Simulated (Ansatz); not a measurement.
For 1T (CdI2-type) PtS₂, r²SCAN+SOC (PAW; Ansatz, a program for electronic structure) gives:

```
Quantity              Result
-------------------  -------
lattice parameter a  3.546 Å
c axis length        5.632 Å
band gap             1.28 eV
```

Problem. What does HSE06 (PAW; Ansatz) give for the same quantities?

Solution. 
- lattice constant a: 3.526 Å (drops by 0.6 %)
- lattice parameter c: 6.402 Å (increases by 14 %)
- band gap: 2.33 eV (grows by 1.05 eV)

For comparison: lattice constant a 3.542 Å (measured, temperature not stated, not corrected to a static lattice; as tabulated in Björkman (2014), arXiv:1406.2436); lattice parameter c 5.036 Å (measured, temperature not stated, zero-point anharmonic expansion removed (computed with revB86b-DF2); no thermal correction; as tabulated in Björkman (2014), arXiv:1406.2436); band gap 0.7 eV (measured, temperature not stated, no zero-point or thermal correction, bulk, cited; as tabulated in Two-dimensional noble-metal chalcogenides and phosphochalcogenides, Angew. …).

Changes are worked out from the printed values.

Unless a cell is named, each level is at its own relaxed cell (r²SCAN+SOC 20.44, HSE06 22.97 Å³/atom).

Levels without +SOC leave out spin–orbit coupling, which shifts energies and cells of such heavy elements.

Spin–orbit coupling is included only where a level's name says +SOC; with heavier elements it mostly lowers gaps and can invert bands. Density-functional gaps are differences of (generalised) Kohn–Sham levels.

Caveats: the cell comes from a level without a dispersion term, which matters for the spacing of layers, chains or molecules (r²SCAN+SOC, HSE06). Ansatz's density-functional and Hartree–Fock values are scalar-relativistic unless marked +SOC, with PAW data made under PBE.
